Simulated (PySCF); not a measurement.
Molecule: SMILES CCC, C3H8.

Mapped SMILES: `[CH3:1][CH2:2][CH3:3]`. Each H is labelled by its parent atom.

Spin–spin couplings on one PBE0-D3(BJ)/def2-SVP geometry, PySCF 2.14, gas phase, non-relativistic, equivalent pairs averaged (without the spin–dipole term); isotopes 13C, 1H; functional B3LYP.

Reference values (Hz): 1J(C1,H(C1)) = 124.4 (measured; Jessen and Sauer, arXiv:2312.00705); 1J(C2,H(C2)) = 125.4 (measured; Jessen and Sauer, arXiv:2312.00705); 1J(C1,C2) = 34.6 (measured; Jessen and Sauer, arXiv:2312.00705).

Question: How do the couplings (Hz) change with the basis set? Times are CPU seconds on shared hosts with different chips, so compare them loosely. Far from the basis limit: 6-31G*, pcJ-0, 6-31G-J, def2-TZVP, cc-pVTZ.

Answer: 
```tsv
basis set	functions	1J(C1,H(C1))	1J(C2,H(C2))	1J(C1,C2)	mean abs. error	core-s
6-31G*	58	139.8	142.8	48.5	15.6	2.4
pcJ-0	63	112.1	111.4	27.3	11.2	2.3
6-31G-J	68	135.0	134.6	36.8	7.3	2.6
def2-TZVP	141	123.8	123.1	34.9	1.1	6.4
pcJ-1	161	131.3	130.3	36.8	4.7	7.8
cc-pVTZ	202	116.9	114.7	26.0	9.0	9.7
aug-cc-pVTZ-J	298	132.2	131.2	34.6	4.5	21
```

Errors compare magnitudes, without vibrational corrections, and the largest couplings weigh most in the mean. Closest: def2-TZVP; furthest: 6-31G*.

The Fermi-contact term samples the wavefunction at the nucleus, which is why sets with added tight s functions (names with J) are made for couplings. Agreement of an ordinary basis with the reference is then largely a cancellation of errors.
